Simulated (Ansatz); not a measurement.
Ansatz (an electronic-structure program) input (HF/3-21G): The .json file is the Basis Set Exchange's 3-21G.

Ansatz 0.2 input:
```yaml
crystal:
  periodic: [false, false, false]
  atoms:
    - {symbol: O, position_ang: [0.33202246, 1.26333195, 0.22164394]}
    - {symbol: C, position_ang: [0.04689931, 0.01703971, 0.00188739]}
    - {symbol: N, position_ang: [0.96756786, -0.88784036, -0.18696653]}
    - {symbol: C, position_ang: [-1.39460548, -0.30999386, -0.02027044]}
    - {symbol: H, position_ang: [0.70599867, -1.84972292, -0.35549509]}
    - {symbol: H, position_ang: [-1.87846756, 0.29343208, -0.79149716]}
    - {symbol: H, position_ang: [-1.57306342, -1.36514710, -0.20795893]}
    - {symbol: H, position_ang: [-1.83354797, -0.02170943, 0.93746522]}
    - {symbol: H, position_ang: [1.95893566, -0.68158913, -0.17512909]}
    - {symbol: H, position_ang: [1.27722700, 1.49068828, 0.23852760]}
basis:
  gaussian:
    orbitals: 3-21G.json
hamiltonian:
  xc: {name: HF}
total_charge: 1
relax: {f_tol: 0.003, max_steps: 120}
```

Output:

```
WARN ansatz: RAYON_NUM_THREADS=1 ignored (pool sized by the plan → 1); use --threads N
Functional definition: HF
integrals: 0.01 GiB planned
639 factors; integrals over basis functions are off by at most 5.4e-4 eV
mean field: 0.09 GiB planned
mean field evaluation 1: about -5634.0401 eV, gradient 4.1e1 eV
mean field evaluation 2: about -5634.0374 eV, gradient 4.1e1 eV
mean field evaluation 4: about -5637.2341 eV, gradient 2.9e0 eV
mean field evaluation 8: about -5637.2588 eV, gradient 3.0e-5 eV
mean field -5637.25833026 eV, -207.1654225660 hartree, gradient 1.4e-5 eV, S^2 0.000000; 0 other end points of the search recorded, 0 dependent functions left out
the calculation of the forces begins
reference -5637.25833026 eV, -207.1654225660 hartree; 16, 16 occupied and 32, 32 virtual orbitals, 639 factors
relax step   1: F+E_penalty+E_count = -5637.25833026 eV  Δ(F+E_penalty+E_count) = +0.000e0 eV  max|allowed force component| = 8.759e-1 eV/Å  Δτ_max = 0.0000 Å  (31 SCF iters, accepted)
these checks for a lower state are left out or cut short: starts, cluster_reference, orbital_swaps, neighbouring_geometries, increment
integrals: 0.01 GiB planned
639 factors; integrals over basis functions are off by at most 5.5e-4 eV
mean field: 0.09 GiB planned
mean field evaluation 16: about -5637.2868 eV, gradient 2.6e-5 eV
mean field -5637.28681340 eV, -207.1664693022 hartree, gradient 3.4e-5 eV, S^2 0.000000; 0 other end points of the search recorded, 0 dependent functions left out
the calculation of the forces begins
reference -5637.28681340 eV, -207.1664693022 hartree; 16, 16 occupied and 32, 32 virtual orbitals, 639 factors
relax step   2: F+E_penalty+E_count = -5637.28681340 eV  Δ(F+E_penalty+E_count) = -2.848e-2 eV  max|allowed force component| = 2.447e-1 eV/Å  Δτ_max = 0.0344 Å  (24 SCF iters, accepted)
these checks for a lower state are left out or cut short: starts, cluster_reference, orbital_swaps, neighbouring_geometries, increment
integrals: 0.01 GiB planned
639 factors; integrals over basis functions are off by at most 5.5e-4 eV
mean field: 0.09 GiB planned
mean field -5637.29522630 eV, -207.1667784705 hartree, gradient 3.2e-5 eV, S^2 0.000000; 0 other end points of the search recorded, 0 dependent functions left out
the calculation of the forces begins
reference -5637.29522630 eV, -207.1667784705 hartree; 16, 16 occupied and 32, 32 virtual orbitals, 639 factors
relax step   3: F+E_penalty+E_count = -5637.29522630 eV  Δ(F+E_penalty+E_count) = -8.413e-3 eV  max|allowed force component| = 1.673e-1 eV/Å  Δτ_max = 0.0377 Å  (23 SCF iters, accepted)
these checks for a lower state are left out or cut short: starts, cluster_reference, orbital_swaps, neighbouring_geometries, increment
integrals: 0.01 GiB planned
639 factors; integrals over basis functions are off by at most 5.5e-4 eV
mean field: 0.09 GiB planned
mean field -5637.29563869 eV, -207.1667936255 hartree, gradient 2.8e-5 eV, S^2 0.000000; 0 other end points of the search recorded, 0 dependent functions left out
the calculation of the forces begins
reference -5637.29563869 eV, -207.1667936255 hartree; 16, 16 occupied and 32, 32 virtual orbitals, 639 factors
relax step   4: F+E_penalty+E_count = -5637.29563869 eV  Δ(F+E_penalty+E_count) = -4.124e-4 eV  max|allowed force component| = 4.572e-2 eV/Å  Δτ_max = 0.0086 Å  (25 SCF iters, accepted)
these checks for a lower state are left out or cut short: starts, cluster_reference, orbital_swaps, neighbouring_geometries, increment
integrals: 0.01 GiB planned
639 factors; integrals over basis functions are off by at most 5.5e-4 eV
mean field: 0.09 GiB planned
mean field evaluation 32: about -5637.2990 eV, gradient 5.6e-5 eV
mean field -5637.29572655 eV, -207.1667968543 hartree, gradient 2.8e-5 eV, S^2 0.000000; 0 other end points of the search recorded, 0 dependent functions left out
the calculation of the forces begins
reference -5637.29572655 eV, -207.1667968543 hartree; 16, 16 occupied and 32, 32 virtual orbitals, 639 factors
relax step   5: F+E_penalty+E_count = -5637.29572655 eV  Δ(F+E_penalty+E_count) = -8.786e-5 eV  max|allowed force component| = 6.582e-3 eV/Å  Δτ_max = 0.0041 Å  (25 SCF iters, accepted)
these checks for a lower state are left out or cut short: starts, cluster_reference, orbital_swaps, neighbouring_geometries, increment
integrals: 0.01 GiB planned
639 factors; integrals over basis functions are off by at most 5.5e-4 eV
mean field: 0.09 GiB planned
mean field -5637.29572957 eV, -207.1667969655 hartree, gradient 9.2e-6 eV, S^2 0.000000; 0 other end points of the search recorded, 0 dependent functions left out
the calculation of the forces begins
reference -5637.29572957 eV, -207.1667969655 hartree; 16, 16 occupied and 32, 32 virtual orbitals, 639 factors
relax step   6: F+E_penalty+E_count = -5637.29572957 eV  Δ(F+E_penalty+E_count) = -3.027e-6 eV  max|allowed force component| = 2.280e-3 eV/Å  Δτ_max = 0.0005 Å  (17 SCF iters, accepted)
integrals: 0.01 GiB planned
639 factors; integrals over basis functions are off by at most 5.5e-4 eV
mean field: 0.09 GiB planned
mean field -5637.29572957 eV, -207.1667969655 hartree, gradient 9.2e-6 eV, S^2 0.000000; 1 other end points of the search recorded, 0 dependent functions left out
the calculation of the forces begins
reference -5637.29572957 eV, -207.1667969655 hartree; 16, 16 occupied and 32, 32 virtual orbitals, 639 factors
Total energy: -5637.29572957 eV, -207.1667969655 hartree
Atom 0 at     0.340697     1.251388     0.219241 Å, force    -0.000157    -0.000705    -0.000124 eV/Å
Atom 1 at     0.057929    -0.001525    -0.001783 Å, force    -0.000570     0.001071     0.000210 eV/Å
Atom 2 at     0.964371    -0.902914    -0.189631 Å, force     0.002268    -0.002280    -0.000475 eV/Å
Atom 3 at    -1.397582    -0.312741    -0.020694 Å, force     0.001166     0.000485     0.000058 eV/Å
Atom 4 at     0.714945    -1.861180    -0.357816 Å, force    -0.000378     0.000758     0.000148 eV/Å
Atom 5 at    -1.868393     0.293652    -0.786055 Å, force    -0.000842    -0.000485     0.000539 eV/Å
Atom 6 at    -1.590275    -1.357030    -0.206032 Å, force    -0.000422     0.000453     0.000094 eV/Å
Atom 7 at    -1.823758    -0.019492     0.931952 Å, force    -0.000872    -0.000272    -0.000633 eV/Å
Atom 8 at     1.950579    -0.706795    -0.179506 Å, force    -0.000699     0.000490     0.000108 eV/Å
Atom 9 at     1.260453     1.565127     0.252531 Å, force     0.000505     0.000484     0.000075 eV/Å
Dipole moment:     0.571798    -0.386009    -0.085214 e Å
```

The dipole moment of an ion depends on the origin.
